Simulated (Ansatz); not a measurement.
Input file:

```yaml
crystal:
  periodic: [false, false, false]
  atoms:
    - {symbol: W, position_ang: [0.000788, 0.000000, 0.149048]}
    - {symbol: C, position_ang: [0.033680, 0.000000, -1.767632]}
    - {symbol: H, position_ang: [-1.113541, 0.000001, -1.508152]}
    - {symbol: H, position_ang: [0.284228, 0.920727, -2.306842]}
    - {symbol: H, position_ang: [0.284227, -0.920727, -2.306842]}
basis:
  gaussian: {orbitals: def2-TZVPP}
total_charge: 1
magnetization: {spin_polarized: false, initial_magnetization: 2}
correlation: {method: ccsdt_q, electrons: outside_noble_gas}
```

```sh
$ ansatz run in.yaml --threads 2 --pin off --events-out ev --progress --plain --max-ram 24576MiB --backend cuda --devices 0, --max-vram 18GiB
```

The program prints:

```
1659 factors; integrals over basis functions are off by at most 2.1e-7 eV
mean field evaluation 1: about -2866.1905 eV, gradient 5.5e1 eV
mean field evaluation 2: about -2866.1964 eV, gradient 5.5e1 eV
mean field evaluation 4: about -2874.3126 eV, gradient 5.2e0 eV
mean field evaluation 8: about -2874.5261 eV, gradient 9.0e-1 eV
mean field evaluation 16: about -2874.5988 eV, gradient 8.5e-2 eV
mean field evaluation 32: about -2866.4242 eV, gradient 5.5e1 eV
mean field evaluation 64: about -2874.5989 eV, gradient 4.8e-4 eV
mean field evaluation 96: about -2874.5953 eV, gradient 7.6e-1 eV
mean field evaluation 128: about -2874.3329 eV, gradient 6.0e-1 eV
mean field evaluation 160: about -2874.1830 eV, gradient 5.0e-1 eV
...
cycle  27  -9.41596024 eV  change   -2.1e-7 eV  update   3.2e-6
cycle  28  -9.41596015 eV  change    9.6e-8 eV  update   3.2e-6
cycle  29  -9.41595999 eV  change    1.5e-7 eV  update   3.0e-6
cycle  30  -9.41595853 eV  change    1.5e-6 eV  update   2.9e-6
cycle  31  -9.41595843 eV  change    9.9e-8 eV  update   2.7e-6
cycle  32  -9.41595964 eV  change   -1.2e-6 eV  update   2.6e-6
cycle  33  -9.41596072 eV  change   -1.1e-6 eV  update   2.4e-6
cycle  34  -9.41596061 eV  change    1.1e-7 eV  update   1.9e-6
cycle  35  -9.41596036 eV  change    2.5e-7 eV  update   1.7e-6
cycle  36  -9.41595998 eV  change    3.8e-7 eV  update   1.4e-6
perturbative correction -0.03466814 eV, -0.0012740308 hartree
Total energy: -2884.04951907 eV, -105.9868649469 hartree
```

Ran on 2 threads of AMD EPYC 7R13 with a shared H100 80 GB, shared host: 6.9 min wall, 2.8 GiB peak host memory.
